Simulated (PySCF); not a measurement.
Species: C3H4ClNO.
Atom-mapped SMILES: `[NH2:1][C:2](=[O:3])/[CH:4]=[CH:5]/[Cl:6]` (hydrogens: H7, H8 on N1; H9 on C4; H10 on C5)

Cartesian coordinates in Å at the PBE0-D3(BJ)/def2-SVP level; atoms count from 1:
```xyz
10
C3H4ClNO angstrom
N     -1.7320    0.4792    0.3124
C     -0.5425    0.0008   -0.1395
O     -0.4245   -0.5638   -1.2098
C      0.6052    0.2263    0.7856
C      1.8104   -0.2110    0.4153
Cl     3.2250   -0.0262    1.3607
H     -2.5464    0.3580   -0.2743
H     -1.8287    0.9491    1.1997
H      0.4625    0.7382    1.7412
H      1.9471   -0.7213   -0.5423
```

Theory: core-valence-separated Tamm–Dancoff BHandHLYP/aug-pcX-1 (pcseg-1 on H, def2-SVPD on Cl) in PySCF, non-relativistic, gas phase, PBE0-D3(BJ)/def2-SVP geometry.

Computed nitrogen K-edge spectrum, Gaussian lines of 0.4 eV full width, highest printed point 100; it ends one width below the last computed root. Absolute energies from this functional tend to lie a few eV below measured edges; no shift was applied.

photon energy (eV), absorption and a bar:
```
    398.8          1 
    398.9          3 #
    399.0         10 ###
    399.1         26 ########
    399.2         47 ##############
    399.3         59 ##################
    399.4         53 ################
    399.5         34 ##########
    399.6         16 #####
    399.7          7 ##
    399.8          8 ##
    399.9         18 #####
    400.0         31 #########
    400.1         39 ############
    400.2         35 ##########
    400.3         22 #######
    400.4         10 ###
    400.5          4 #
    400.6          4 #
    400.7         12 ####
    400.8         34 ##########
    400.9         69 #####################
    401.0         99 ##############################
    401.1        100 ##############################
    401.2         72 ######################
    401.3         36 ###########
    401.4         13 ####
    401.5          3 #
    401.6          1 
    401.7          0 
    401.8          0 
    401.9          0 
    402.0          0 
    402.1          0 
    402.2          1 
    402.3          3 #
    402.4          7 ##
    402.5         11 ###
    402.6         13 ####
    402.7         14 ####
    402.8         19 ######
    402.9         28 ########
```

Assign the maxima to core holes.

3 maxima:
- 399.3 eV: N1 (amide nitrogen), 399.32 eV, f = 0.020, 100 % of the height at the exact maximum
- 400.1 eV: N1 (amide nitrogen), 400.12 eV, f = 0.013, 100 % of the height at the exact maximum
- 401.1 eV: N1 (amide nitrogen), 401.05 eV, f = 0.034, 100 % of the height at the exact maximum

Further lines of some strength in the range: N1, 402.55 eV, f = 0.003.

Roots within 0.03 eV on the same or equivalent atoms count as one line; shares under 12 % aren't listed.

Vibrational structure and lifetime widths aren't in the curve. The ionisation threshold wasn't computed; near and above it a finite basis only mimics Rydberg series and continuum.

One conformer stands for the species.
